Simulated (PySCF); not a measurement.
C₅H₉F.
Atom-mapped SMILES: `[CH3:1][C@H:2]([F:3])[CH:4]1[CH2:5][CH2:6]1` (hydrogens: H7, H8, H9 on C1; H10 on C2; H11 on C4; H12, H13 on C5; H14, H15 on C6)

The calculation used PBE0-D3(BJ)/def2-SVP geometry optimisation, gas phase (PySCF 2.14.0).

(1) List the bond lengths, angles and torsions at this level.

Answers

(1) 
| bond | length (bohr) |
| --- | --- |
| C1–C2 | 2.856 |
| C2–F3 | 2.618 |
| C2–C4 | 2.835 |
| C4–C5 | 2.837 |
| C5–C6 | 2.832 |
| C4–C6 | 2.829 |
| C1–H7, C1–H8, C1–H9 | 2.078 |
| C2–H10 | 2.091 |
| C4–H11 | 2.071 |
| C5–H12 | 2.065 |
| C5–H13 | 2.068 |
| C6–H14 | 2.067 |
| C6–H15 | 2.065 |

Bonds in one row agree within 0.02 bohr and their mean is given. A selection of angles:
| angle | degrees |
| --- | --- |
| C2–C1–H7 | 110.5 |
| C2–C1–H8 | 110.5 |
| H7–C1–H8 | 108.7 |
| H7–C1–H9 | 108.4 |
| C1–C2–F3 | 108.5 |
| C1–C2–C4 | 113.4 |
| C1–C2–H10 | 109.9 |
| F3–C2–C4 | 109.1 |
| F3–C2–H10 | 106.8 |
| C4–C2–H10 | 108.7 |
| C2–C4–C5 | 119.5 |
| C2–C4–C6 | 119.8 |
| C2–C4–H11 | 113.7 |
| C5–C4–C6 | 60.0 |
| C5–C4–H11 | 116.9 |
| C6–C4–H11 | 116.8 |
| C4–C5–C6 | 59.9 |
| C4–C5–H12 | 118.2 |
| C4–C5–H13 | 117.8 |
| C6–C5–H12 | 118.8 |
| C6–C5–H13 | 117.9 |
| H12–C5–H13 | 113.9 |
| C5–C6–H14 | 118.1 |
| C5–C6–H15 | 118.6 |
| C4–C6–C5 | 60.1 |
| C4–C6–H14 | 117.6 |
| C4–C6–H15 | 118.0 |
| H14–C6–H15 | 114.1 |

Torsions: C1–C2–C4–C5 -90°; C2–C4–C5–C6 -109° (anticlinal); C2–C4–C6–C5 109° (anticlinal).

The 3-membered ring C4–C5–C6 has internal angles of 59.9° to 60.1°. Of the pairs four or more bonds apart, H10···H13 is among the closest relative to their van der Waals radii: 2.47 Å, 103 % of the sum of Bondi's values.

Point group: C1 (no symmetry element, even within 0.4 Å). Whether it is a minimum is left open (no frequencies). One conformer, not necessarily the lowest.
